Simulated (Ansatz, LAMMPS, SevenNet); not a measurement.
# How well does each level of theory give the elastic constant C11 of hcp Ru?

Reference value: 563 GPa (measured, temperature not stated, not corrected to a static lattice; as tabulated in Mehl and Papaconstantopoulos (1996), arXiv:mtrl-th/9602003).

### Question
What do Lennard-Jones jacobson2022, SevenNet-l3i5, LDA, PBE, r²SCAN give, and how far is each from the reference?

### Answer

```
level (code)                         value (GPa)  cell (Å³/atom)  difference (%)
-----------------------------------  -----------  --------------  --------------
Lennard-Jones jacobson2022 (LAMMPS)         1142           13.46            +103
SevenNet-l3i5                                408           13.94             -28
LDA (Ansatz)                                 658           13.09           +16.9
PBE (Ansatz)                                 567           13.77            +0.7
r²SCAN (Ansatz)                              609           13.49            +8.2
```

The reference's temperature isn't stated, so close values are not ranked against it. Off by more than 25 %, or 35 % on the side where a correction would as a rule narrow the miss (bounds picked here): Lennard-Jones jacobson2022 (+103 %), SevenNet-l3i5 (-28 %).

The measured value isn't corrected to a static lattice, so vibrations enter the comparison. A static lattice is as a rule stiffer than a warm one, by over a tenth in soft solids.  Each level is taken at its own relaxed cell. Cutoffs differ between the levels. Ansatz's density-functional and Hartree–Fock values are scalar-relativistic unless marked +SOC, with PAW data made under PBE.

Empirical potentials (Lennard-Jones jacobson2022) are fitted to chosen data: where that held the value shown, agreement is built in, and what lay outside the fit can be far off. Machine-learned potentials (SevenNet-l3i5) are trained on DFT data: a solid inside that data is no test of them.

Differences are worked out from the printed values.

Ansatz is a program for electronic structure.
